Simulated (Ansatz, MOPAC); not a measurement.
Ladder of methods for the c axis length of rutile SnO2

Reference value: 3.186 Å (measured, room temperature, not corrected to a static lattice; as tabulated in Hiroi (2015), arXiv:1503.02262).

What do AM1 semi-empirical Hartree-Fock (MOPAC), LDA, PBE, r²SCAN+rVV10, HSE06 give, and how far is each from the reference?


```
level (code)                             value (Å)  difference (%)
---------------------------------------  ---------  --------------
AM1 semi-empirical Hartree-Fock (MOPAC)      3.423           +7.44
LDA (Ansatz)                                 3.190           +0.13
PBE (Ansatz)                                 3.238           +1.63
r²SCAN+rVV10 (Ansatz)                        3.199           +0.41
HSE06 (Ansatz)                               3.188           +0.06
```

The reference is not for a static lattice or low temperature, so close values are not ranked against it. Off by more than 1.75 %, or 2.45 % on the side where a correction would as a rule narrow the miss (bounds picked here): AM1 semi-empirical Hartree-Fock (MOPAC) (+7.44 %).

The measured value isn't corrected to a static lattice, so vibrations enter the comparison.  AM1 semi-empirical Hartree-Fock (MOPAC): the method was fitted mainly to molecules. AM1 semi-empirical Hartree-Fock (MOPAC): the run uses a supercell at the zone centre in place of a k mesh. Cutoffs and k meshes differ between the levels. Ansatz's density-functional and Hartree–Fock values are scalar-relativistic unless marked +SOC, with PAW data made under PBE.

Differences are worked out from the printed values.

Ansatz is a first-principles code.
